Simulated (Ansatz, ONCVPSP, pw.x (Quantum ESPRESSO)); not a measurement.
tungsten (bcc): variants of one ONCV potential in the solid

- Element: tungsten
- Generator: ONCVPSP 4.0.1.1 (patched build)
- Type: optimised norm-conserving Vanderbilt (ONCV)
- Functional: PBE
- Relativity: scalar-relativistic
- Frozen core: [Kr] 4d10 4f14
- Valence charge: 14
- Reference configuration: 5s2 5p6 5d4 6s2
- Partial waves: 5s+6s: rc 1.55 bohr, ncon 4, nbas 7, qcut 9.3 1/bohr, 2 projectors; 5p: rc 2.05 bohr, ncon 4, nbas 7, qcut 8.3 1/bohr, 1 projector; 5d: rc 1.65 bohr, ncon 3, nbas 6, qcut 5.3 1/bohr, 2 projectors, debl 1.6 Ha
- Local potential: polynomial inside 1.15 bohr (lpopt 5, dvloc0 -1 Ha)
- Core correction: none

Crystal test: bcc W in pw.x 7.5, no spin, 14³ k-points, Fermi–Dirac smearing 0.01 Ry, cutoffs set for each file from its atomic test. The reference is all-electron LAPW (Ansatz 0.2.0) with the same functional, mesh and smearing; V0 and B0 come from Birch–Murnaghan fits to the pressures at five volumes. Errors are pseudo minus all-electron; Δ is the rms difference of the E(V) curves that follow from these fits, minima aligned, over ±6 % about the mean V0. Mesh and smearing are coarse, so the numbers serve the comparison and aren't converged zero-temperature values; the lattice is a test structure that the element need not adopt.

All-electron: a0 = 3.184 Å (V0 = 16.15 Å³/atom), B0 = 300.6 GPa.

Base: This is a poor potential for the solid.

1 further variants are left out: they gave no file fit for a test, a broken result, the same result as the base, or pressures whose basis-set error rivals the error shown.

| change | cutoffs (Ry) | pw.x | a0 (Å) | a0 error (%) | B0 error (%) | Δ (meV/atom) | mean pressure error (GPa) |
| --- | --- | --- | --- | --- | --- | --- | --- |
| base | 75/300 | converged | 3.153 | -1.00 | +5.8 | 32.3 | -9.05 |
| d: rc 1.55, qcut 5.6, nproj 0; local potential the d channel | 75/300 | converged | 3.229 | +1.39 | -10.1 | 42.3 | +12.20 |
| d: qcut 4 | 140/560 | converged | 3.150 | -1.07 | +6.3 | 34.8 | -9.74 |
| reference 5s2 5p6 5d4 6s1.5 | 75/300 | converged | 3.152 | -1.03 | +5.8 | 33.3 | -9.32 |

Problem. Give the row for: d: debl 0.3.

Solution. pw.x: converged; mean pressure error (GPa): -9.04; a0 (Å): 3.153; a0 error (%): -1.00; B0 error (%): +5.8; Δ (meV/atom): 32.2.
